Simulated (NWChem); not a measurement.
**MP2/cc-pVDZ run of CN− (cyanide)**

Aim: the vertical ionisation energy of CN− (cyanide) at MP2/cc-pVDZ, from 2 runs. 

The results are computed with NWChem 7.3.0.

7 further runs of the same task are left out: 1 that didn't finish, 6 set aside as unsound or not needed.

### 1 The structure to begin with

CN− has 2 atoms, charge -1, and is taken as a singlet. As SMILES, `[C-]#N`. The coordinates come from a PBE0-D4/def2-TZVPD relaxation.

Bond lengths: C1–N2 1.170 Å.

### 2 The energy at MP2/cc-pVDZ

The input, mol.nw:

```
start mol
title "CN"
memory stack 880 mb heap 220 mb global 1100 mb
charge -1

geometry units angstroms noautosym nocenter noautoz
  C      0.499700    -0.161700     0.257300
  N     -0.499700     0.161700    -0.257300
end

basis spherical bse
  * library cc-pVDZ
end

scf
  thresh 1e-08
  maxiter 80
  noprint "final vectors analysis"
end

mp2
  tight
end

task mp2 energy
```

On the command line:

```
$ nwchem mol.nw > mol.out
```

What it wrote, shortened:

```text
[...]
  functions       =    28
[...]
  wavefunction    = RHF
[...]
         Total SCF energy =    -92.298623423991
      One-electron energy =   -166.907601094389
      Two-electron energy =     55.608020012218
 Nuclear repulsion energy =     19.000957658179
        Time for solution =      0.7s
[...]
          Total MP2 energy           -92.576136110243
[...]
```

Run time: 1.6 s. Hardware: 1 thread of Intel Xeon 6975P-C (Granite Rapids), shared host; peak memory 0.099 GiB.

### 3 Doublet neutral CN at the same level

The input, test.nw:

```
START test
TITLE "CN"
memory 2200 mb
GEOMETRY units angstrom noautosym nocenter noautoz
  C        0.499700      -0.161700       0.257300
  N       -0.499700       0.161700      -0.257300
END
BASIS spherical bse
  C library cc-pVDZ
  N library cc-pVDZ
END
SCF
  nopen 1
  uhf
  thresh 1e-08
  maxiter 80
  print low
END
MP2
  tight
END
TASK mp2 energy
```

On the command line:

```
$ nwchem test.nw > test.out
```

What it wrote, shortened:

```text
[...]
  functions       =    28
[...]
  wavefunction    = UHF
[...]
         Total SCF energy =    -92.212950340260
      One electron energy =   -161.997873060102
      Two electron energy =     50.783965061663
 Nuclear repulsion energy =     19.000957658179
                       Sz =      0.5000
                 Sz(Sz+1) =      0.7500
                      S^2 =      1.1415
[...]
          Total MP2 energy           -92.439757031197
[...]
```

Run time: 2.6 s. Hardware: 1 thread of Intel Xeon 6975P-C (Granite Rapids), shared host; peak memory 0.099 GiB.

### 4 What came out

Level: MP2/cc-pVDZ.

| quantity | value |
| --- | --- |
| singlet CN−: total energy | -92.57614 Eh |
| singlet CN−: correlation energy | -277.5 mEh |
| doublet neutral CN: total energy | -92.43976 Eh |
| doublet neutral CN: correlation energy | -226.8 mEh |
| doublet neutral CN: ⟨S²⟩ of the reference determinant | 1.141 |
| vertical detachment energy (to the doublet neutral) | 3.711 eV |

In words: Removing an electron at fixed nuclei costs 3.71 eV (358 kJ/mol). ⟨S²⟩ (doublet neutral CN) is 1.14 where a pure doublet has 0.75: the reference is spin-contaminated.
